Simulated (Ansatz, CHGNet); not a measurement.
Elastic constant C12 (GPa) of solids drawn from the class of tetrahedrally bonded semiconductors and semimetals, at two levels: the machine-learned potential CHGNet-r²SCAN (trained on r²SCAN data), and r²SCAN (Ansatz, a quantum-chemistry and plane-wave program, PAW).

```
solid                               CHGNet-r²SCAN  r²SCAN  shift (%)
----------------------------------  -------------  ------  ---------
zinc-blende CuI                              56.4    37.7        -33
zinc-blende GaAs                             51.2    49.9       -2.5
zinc-blende BAs                               136    66.6        -51
cubic BN                                      314     176        -44
zinc-blende CdTe                             36.3    34.7       -4.4
wurtzite BN (high-pressure phase)             300     135        -55
zinc-blende CdS (metastable phase)           39.7    54.4        +37
zinc-blende ZnSe                             62.3    52.9      -15.1
zinc-blende AlN (metastable phase)            203     162        -20
zinc-blende GaN (metastable phase)            178     153      -14.0
```

The shifts run from -55 % to +37 %, with a median of -17.6 %.

Over all 10 rows r²SCAN is the larger in 1.

Ansatz's runs of these crystals have no spin polarisation.

Spin–orbit coupling is left out, also for the solids with elements from indium on (zinc-blende CuI, zinc-blende CdTe); its size isn't shown.

Each level is taken at its own relaxed cell. Ansatz's density-functional and Hartree–Fock values are scalar-relativistic unless marked +SOC, with PAW data made under PBE.
